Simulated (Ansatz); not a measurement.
# C2H6B (SMILES [CH2]BC) at UCCSD(T)/6-311+G(d,p)

Aim: the vertical doublet–quartet gap of C2H6B at UCCSD(T)/6-311+G**, from 2 runs. 

The calculation is run with Ansatz 0.2.0.

45 further runs of the same task are left out: 45 set aside as unsound or not needed.

### 1 Starting point

C2H6B: 9 atoms, total charge 0, spin state doublet. As SMILES, `[CH2]BC`. Geometry: relaxed at PBE0-D4/def2-TZVP. This is one conformer, not always the lowest.

Bond lengths: C1–B2 1.531 Å, B2–C3 1.561 Å, C1–H4 1.088 Å, C1–H5 1.087 Å, B2–H6 1.202 Å, C3–H7 1.092 Å, C3–H8 1.097 Å, C3–H9 1.097 Å. Some angles: C1–B2–C3 122.9°, C1–B2–H6 118.3°, C3–B2–H6 118.8°, B2–C1–H4 122.7°, B2–C1–H5 123.3°, B2–C3–H7 115.2°, B2–C3–H8 109.8°, B2–C3–H9 110.0°, H4–C1–H5 113.9°, H7–C3–H8 108.4°.

### 2 A single-point energy at UCCSD(T)/6-311+G(d,p)

The input, molecule.yaml:

```yaml
basis:
  gaussian:
    orbitals: 6-311+G_st__st_.json
crystal:
  periodic: [false, false, false]
  atoms:
    - {symbol: C, position_ang: [-0.840100, 0.743300, -1.023500]}
    - {symbol: B, position_ang: [0.191800, 0.540800, 0.089100]}
    - {symbol: C, position_ang: [0.525000, -0.860100, 0.691800]}
    - {symbol: H, position_ang: [-1.406600, -0.078400, -1.457800]}
    - {symbol: H, position_ang: [-1.074500, 1.714900, -1.450600]}
    - {symbol: H, position_ang: [0.769100, 1.506600, 0.513000]}
    - {symbol: H, position_ang: [-0.036500, -1.695300, 0.267500]}
    - {symbol: H, position_ang: [1.596100, -1.069200, 0.576400]}
    - {symbol: H, position_ang: [0.364200, -0.849200, 1.777100]}
magnetization:
  spin_polarized: true
  initial_magnetization: 1
correlation:
  method: ccsd_t
  frozen_orbitals: {B: 1, C: 1, H: 0}
accuracy: high
scf:
  omitted_lower_state_checks: [cluster_reference, increment]
```

The basis set 6-311+G** is read from a file made from the Basis Set Exchange's data (not shown).

On the command line:

```sh
ansatz run molecule.yaml --threads 1 --pin off --max-ram 3480MiB --events-out events.jsonl --progress --plain --runs-dir runs
```

Log, cut to the lines that bear on the results:

```text
Warning: RAYON_NUM_THREADS=1 ignored (pool sized by the plan → 1); use --threads N
Functional definition: HF
  name "HF"
[...]
2069 factors; integrals over basis functions are off by at most 3.6e-9 eV
[...]
mean field -2827.33196463 eV, -103.9025332658 hartree, gradient 1.9e-8 eV, S^2 0.757546; 0 other end points of the search recorded, 0 dependent functions left out
3 core orbitals not correlated: weight in the atoms' cores, before any rotation towards them, 1.000 or more for the frozen orbitals, at most 0.000 for the correlated occupied ones
reference -2827.33196463 eV, -103.9025332658 hartree; 9, 8 occupied and 90, 91 virtual orbitals, 2069 factors
second order -9.93376118 eV of doubles, -0.00000000 eV of singles
cycle   1  -10.84227929 eV  change   -9.1e-1 eV  update   6.7e-2
[...]
cycle  23  -11.19901245 eV  change   3.8e-10 eV  update   1.7e-9
perturbative correction -0.32604553 eV, -0.0119819522 hartree
Total energy: -2838.85702261 eV, -104.3260713347 hartree
Checks for a lower state left out: cluster_reference, increment
```

Run time: 63 s. Hardware: 1 thread of Arm Neoverse V2, shared host; peak memory 1.6 GiB.

### 3 The quartet at the same level

The input, job.yaml:

```yaml
crystal:
  periodic: [false, false, false]
  atoms:
    - {symbol: C, position_ang: [-0.840100, 0.743300, -1.023500]}
    - {symbol: B, position_ang: [0.191800, 0.540800, 0.089100]}
    - {symbol: C, position_ang: [0.525000, -0.860100, 0.691800]}
    - {symbol: H, position_ang: [-1.406600, -0.078400, -1.457800]}
    - {symbol: H, position_ang: [-1.074500, 1.714900, -1.450600]}
    - {symbol: H, position_ang: [0.769100, 1.506600, 0.513000]}
    - {symbol: H, position_ang: [-0.036500, -1.695300, 0.267500]}
    - {symbol: H, position_ang: [1.596100, -1.069200, 0.576400]}
    - {symbol: H, position_ang: [0.364200, -0.849200, 1.777100]}
basis:
  gaussian: {orbitals: 6-311+G_st__st_.json}
correlation: {method: ccsd_t, frozen_orbitals: {B: 1, C: 1, H: 0}}
magnetization: {spin_polarized: true, initial_magnetization: 3}
accuracy: high
scf: {omitted_lower_state_checks: [cluster_reference, increment]}
```

The basis set 6-311+G** is read from a file made from the Basis Set Exchange's data (not shown).

On the command line:

```sh
ansatz run job.yaml --threads 1 --pin off --max-ram 3480MiB --events-out events.jsonl --progress --plain --runs-dir runs
```

Log, cut to the lines that bear on the results:

```text
Warning: RAYON_NUM_THREADS=1 ignored (pool sized by the plan → 1); use --threads N
[... 2 set-up lines as earlier in the session ...]
[...]
2069 factors; integrals over basis functions are off by at most 3.6e-9 eV
[...]
mean field -2820.46631729 eV, -103.6502253795 hartree, gradient 2.5e-8 eV, S^2 3.767127; 5 other end points of the search recorded, 0 dependent functions left out
3 core orbitals not correlated: weight in the atoms' cores, before any rotation towards them, 1.000 or more for the frozen orbitals, at most 0.000 for the correlated occupied ones
reference -2820.46631729 eV, -103.6502253795 hartree; 10, 7 occupied and 89, 92 virtual orbitals, 2069 factors
second order -9.76862661 eV of doubles, -0.00000000 eV of singles
cycle   1  -10.61295300 eV  change   -8.4e-1 eV  update   7.9e-2
[...]
cycle  39  -11.06673107 eV  change   8.9e-10 eV  update  5.8e-10
perturbative correction -0.37111326 eV, -0.0136381607 hartree
Total energy: -2831.90416162 eV, -104.0705584059 hartree
Checks for a lower state left out: cluster_reference, increment
```

It took 87 s on 1 thread of Arm Neoverse V2, shared host; peak memory 1.6 GiB.

### 4 Outcome

At UCCSD(T)/6-311+G**, 3 core orbitals frozen:

| quantity | value |
| --- | --- |
| doublet: total energy | -104.32607 Eh |
| doublet: correlation energy (3 core orbitals frozen) | -423.5 mEh |
| doublet: (T) correction | -11.98 mEh |
| doublet: ⟨S²⟩ of the reference determinant | 0.758 |
| doublet: T1 diagnostic | 0.011 |
| quartet: total energy | -104.07056 Eh |
| quartet: correlation energy (3 core orbitals frozen) | -420.3 mEh |
| quartet: (T) correction | -13.64 mEh |
| quartet: ⟨S²⟩ of the reference determinant | 3.767 |
| quartet: T1 diagnostic | 0.035 |
| vertical energy of the quartet above the doublet | 6.953 eV |

In words: At this shape the quartet lies 6.95 eV (160 kcal/mol) above the doublet. The triples (doublet) make up 2.8 % of the correlation energy. The triples (quartet) make up 3.2 % of the correlation energy.
